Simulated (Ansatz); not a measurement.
Take GaAs in the zinc blende structure (space group F-43m, No. 216; a = 5.659 Å) as the base.

Level of theory: PBEsol (Ansatz, an electronic-structure program, PAW, no SOC).

| level | band gap | lattice parameter a | electron mass at Γ |
|---|---|---|---|
| PBEsol | 0.42 eV | 5.659 Å | 0.025 mₑ |

Measured: band gap 1.57 eV (static lattice; corrected from measurement; as listed in Wei Chen et al., Physical Review Materials (2018)); lattice parameter a 5.64 Å (static lattice; corrected from measurement; as listed in Daniel Mejia-Rodriguez, S. B. Trickey, Phys. Rev. B (2018)); electron mass at Γ 0.066 mₑ (temperature not stated; as listed in Magdalena Laurien, Oleg Rubel, Phys. Rev. B (2022)).

Computed minus measured — band gap: PBEsol -1.15 eV; lattice parameter a: PBEsol +0.3 %; electron mass at Γ: PBEsol -62 %. Measured values not marked as corrected hold thermal and zero-point effects that the static-lattice runs lack. A measured gap can be an optical one, lowered by exciton binding. Levels without spin-orbit coupling miss its lowering of the gap, often about a third of the valence-band splitting.

Masses are band curvatures over ±0.01 Å⁻¹ around the edge. Stability against distortions was not tested.
